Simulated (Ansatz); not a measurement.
# AlHPS: the cost of one run

Program: Ansatz 0.2.0, Gaussian basis. Level of theory: UKS PBE0/def2-TZVP. These are calculated values, not measurements.

## Step 1: The system as given

4 atoms, charge 0, spin multiplicity 2.

Atoms are counted from 1 here; the program's logs count them from 0.

Bond lengths: Al1–P2 2.272 Å, Al1–H4 1.583 Å, P2–S3 1.982 Å. Angles: P2–Al1–H4 170.7°, Al1–P2–S3 107.1°.

Geometry (Å):

```xyz
4
AlHPS
Al   -1.8455    0.3820   -0.0033
P     0.3980    0.7428    0.0123
S     1.2737   -1.0353   -0.0085
H    -3.3473   -0.1172   -0.0174
```

The start was built by rule and, where that kept it together, relaxed with GFN2-xTB. Sticks and bond lists go by distance. 

## Step 2: Relaxation

in.yaml reads:

```yaml
crystal:
  periodic: [false, false, false]
  atoms:
    - {symbol: Al, position_ang: [-1.845484, 0.382024, -0.003342]}
    - {symbol: P, position_ang: [0.397968, 0.742756, 0.012312]}
    - {symbol: S, position_ang: [1.273702, -1.035254, -0.008533]}
    - {symbol: H, position_ang: [-3.347251, -0.117201, -0.017441]}
basis:
  gaussian: {orbitals: def2-TZVP}
magnetization: {spin_polarized: true, initial_magnetization: 1}
hamiltonian: {xc: pbe0}
relax: {f_tol: 0.004, max_steps: 80}
```

Launch:

```
$ ansatz run in.yaml --threads 1 --pin off --events-out ev --progress --plain --max-ram 2176MiB
```

Q: Estimate wall time and peak memory on 1 thread of Arm Neoverse N1, shared host.

About 2.2 min, with a peak of 0.27 GiB.
